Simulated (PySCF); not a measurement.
Dissociation curve of SMILES C#C. The C1–C3 bond (C1 also carries H; C3 carries H) is pulled apart rigidly from the PBE0/def2-TZVP optimised geometry.

Levels of theory: RKS-BLYP = restricted BLYP/cc-pVDZ (PySCF 2.14.0); RKS-M06-2X = restricted M06-2X/cc-pVDZ run with PySCF; UKS-M06-2X = unrestricted M06-2X/cc-pVDZ (PySCF); UKS-wB97X-V = unrestricted wB97X-V/cc-pVDZ in PySCF; UKS-BLYP = PySCF with unrestricted BLYP/cc-pVDZ.

Energies are in eV, each relative to the lowest point of its own curve near equilibrium.

```json
[
 {"R / Å": "0.96", "RKS-BLYP": "5.862", "RKS-M06-2X": "5.623", "UKS-M06-2X": "5.623", "UKS-wB97X-V": "5.681", "UKS-BLYP": "5.862"},
 {"R / Å": "1.02", "RKS-BLYP": "3.040", "RKS-M06-2X": "2.838", "UKS-M06-2X": "2.838", "UKS-wB97X-V": "2.880", "UKS-BLYP": "3.040"},
 {"R / Å": "1.08", "RKS-BLYP": "1.307", "RKS-M06-2X": "1.155", "UKS-M06-2X": "1.155", "UKS-wB97X-V": "1.182", "UKS-BLYP": "1.307"},
 {"R / Å": "1.11", "RKS-BLYP": "0.755", "RKS-M06-2X": "0.633", "UKS-M06-2X": "0.633", "UKS-wB97X-V": "0.652", "UKS-BLYP": "0.755"},
 {"R / Å": "1.17", "RKS-BLYP": "0.132", "RKS-M06-2X": "0.079", "UKS-M06-2X": "0.079", "UKS-wB97X-V": "0.085", "UKS-BLYP": "0.132"},
 {"R / Å": "1.20", "RKS-BLYP": "0.014", "RKS-M06-2X": "0.000", "UKS-M06-2X": "0.000", "UKS-wB97X-V": "0.000", "UKS-BLYP": "0.014"},
 {"R / Å": "1.23", "RKS-BLYP": "0.000", "RKS-M06-2X": "0.027", "UKS-M06-2X": "0.027", "UKS-wB97X-V": "…", "UKS-BLYP": "0.000"},
 {"R / Å": "1.26", "RKS-BLYP": "0.073", "RKS-M06-2X": "0.144", "UKS-M06-2X": "0.144", "UKS-wB97X-V": "0.134", "UKS-BLYP": "0.073"},
 {"R / Å": "1.31", "RKS-BLYP": "0.349", "RKS-M06-2X": "0.500", "UKS-M06-2X": "0.500", "UKS-wB97X-V": "0.483", "UKS-BLYP": "0.349"},
 {"R / Å": "1.39", "RKS-BLYP": "1.084", "RKS-M06-2X": "1.375", "UKS-M06-2X": "1.375", "UKS-wB97X-V": "1.352", "UKS-BLYP": "1.084"},
 {"R / Å": "1.47", "RKS-BLYP": "2.041", "RKS-M06-2X": "2.488", "UKS-M06-2X": "2.488", "UKS-wB97X-V": "2.463", "UKS-BLYP": "2.041"},
 {"R / Å": "1.62", "RKS-BLYP": "4.086", "RKS-M06-2X": "4.854", "UKS-M06-2X": "4.814", "UKS-wB97X-V": "4.702", "UKS-BLYP": "4.086"},
 {"R / Å": "1.78", "RKS-BLYP": "6.272", "RKS-M06-2X": "7.409", "UKS-M06-2X": "6.724", "UKS-wB97X-V": "6.668", "UKS-BLYP": "6.153"},
 {"R / Å": "2.00", "RKS-BLYP": "8.930", "RKS-M06-2X": "10.593", "UKS-M06-2X": "8.629", "UKS-wB97X-V": "8.719", "UKS-BLYP": "8.292"},
 {"R / Å": "2.14", "RKS-BLYP": "10.350", "RKS-M06-2X": "…", "UKS-M06-2X": "9.503", "UKS-wB97X-V": "9.680", "UKS-BLYP": "9.302"},
 {"R / Å": "2.37", "RKS-BLYP": "—", "RKS-M06-2X": "…", "UKS-M06-2X": "10.458", "UKS-wB97X-V": "10.730", "UKS-BLYP": "10.369"},
 {"R / Å": "2.66", "RKS-BLYP": "—", "RKS-M06-2X": "…", "UKS-M06-2X": "11.077", "UKS-wB97X-V": "11.383", "UKS-BLYP": "10.492"},
 {"R / Å": "2.97", "RKS-BLYP": "—", "RKS-M06-2X": "—", "UKS-M06-2X": "11.362", "UKS-wB97X-V": "11.671", "UKS-BLYP": "10.417"},
 {"R / Å": "3.25", "RKS-BLYP": "—", "RKS-M06-2X": "—", "UKS-M06-2X": "11.501", "UKS-wB97X-V": "11.780", "UKS-BLYP": "10.350"},
 {"R / Å": "3.60", "RKS-BLYP": "—", "RKS-M06-2X": "—", "UKS-M06-2X": "11.600", "UKS-wB97X-V": "11.836", "UKS-BLYP": "…"},
 {"R / Å": "4.16", "RKS-BLYP": "—", "RKS-M06-2X": "—", "UKS-M06-2X": "11.668", "UKS-wB97X-V": "11.861", "UKS-BLYP": "…"}
]
```

Question: Fill in the missing entries.

Answer: 
- 1.23, UKS-wB97X-V: 0.022
- 2.14, RKS-M06-2X: 12.348
- 2.37, RKS-M06-2X: 14.780
- 2.66, RKS-M06-2X: 17.150
- 3.60, UKS-BLYP: 10.300
- 4.16, UKS-BLYP: 10.264

Dashes: no converged value, or the column stops at the first point that the program doubted or that broke a chosen test of continuity, which isn't proof of a fault.

The restricted form behind RKS-BLYP, RKS-M06-2X keeps the bonding electrons paired and can't separate into open-shell fragments. The unrestricted solution behind UKS-M06-2X, UKS-wB97X-V changes between 1.62 and 1.78 Å and between 1.78 and 2.00 Å, which can leave a kink. The unrestricted determinant behind UKS-M06-2X, UKS-wB97X-V is spin-contaminated at 1.62 to 4.16 Å (<S²> up to 3.0, against 0.00 for a pure singlet). The unrestricted solution behind UKS-BLYP changes between 1.78 and 2.00 Å, which can leave a kink. The unrestricted determinant behind UKS-BLYP is spin-contaminated at 1.78 to 4.16 Å (<S²> up to 1.9, against 0.00 for a pure singlet).
